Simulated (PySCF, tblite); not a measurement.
# Si₂NH₆ radical: geometry, infrared bands and EPR parameters

Aim: predict the infrared bands and EPR parameters of Si₂NH₆ radical (`N[SiH2][SiH2]`).

The runs use tblite 0.8.0 and PySCF 2.14.0, with density-fitted response routines of our own; the level of theory stands in each step. All values are computed, except where a source is named. Atoms count from 0, in the outputs and in this text.

**1. Starting geometry**

9 atoms, charge 0, multiplicity 2; geometry from: force field or distance geometry start.

Bonds of the start (Å): N0–Si1 1.69, Si1–Si2 2.31, N0–H3 1.03, N0–H4 1.03, Si1–H5 1.49, Si1–H6 1.48, Si2–H7 1.48, Si2–H8 1.49.

**2. Relaxing the molecule with GFN2-xTB**

What the job is given:

```
{"job": {"kind": "relax", "xc": "GFN2-xTB", "basis": "xTB"}, "charge": 0, "multiplicity": 2}
N     -1.445500     0.800200    -0.155700
Si    -0.299200    -0.327900     0.347800
Si     1.797900    -0.017900    -0.563800
H     -1.766700     0.589200    -1.106000
H     -2.281700     0.718800     0.441200
H     -0.268700    -0.253400     1.831900
H     -0.854600    -1.639600    -0.043200
H      2.717800    -1.127200    -0.220900
H      2.414200     1.263800    -0.129200
```

Run with:

```
OMP_NUM_THREADS=1 python probes_run.py task.json out
```

One launch serves the whole session: the jobs run in the order shown.

**Question.** This job is followed by: GFN2-xTB harmonic vibrations, gas phase; UKS B3LYP, pcH-1 on H N Si, non-relativistic, mean-field spin-orbit, GIAO. What will the session give for the following? strongest single infrared mode (GFN2-xTB); zero-point energy (GFN2-xTB); g(iso) (B3LYP); ⟨S²⟩; largest a(iso) (averaged by class); potential on the surface of density 0.002 e/bohr³, 1st and 99th percentile.

**Answer**, as computed:

| quantity | value |
| --- | --- |
| strongest single infrared mode (GFN2-xTB) | 2217 cm⁻¹, 517 km/mol |
| zero-point energy (GFN2-xTB) | 35.1 kcal/mol |
| g(iso) (B3LYP) | 2.00435 |
| ⟨S²⟩ | 0.753 (exact 0.75) |
| largest a(iso) (averaged by class) | 29Si on Si2, -304.6 MHz |
| potential on the surface of density 0.002 e/bohr³, 1st and 99th percentile | -1.24 V and 1.60 V |

**Reading.** Relaxing lowered the energy by 0.275 eV in 62 steps; the close pair that moved most is N0–Si1, from 1.685 to 1.730 Å. No mode is imaginary among the 21: a minimum at this level. The strongest single mode, at 2217 cm⁻¹, moves mainly H8. GFN2-xTB is a fitted tight-binding method: band positions and strengths are rough. Its intensities can rank the bands wrongly. Si2 carries the largest spin population, 0.99 e. The isotropic g lies 2.0 ppt above the free-electron value.
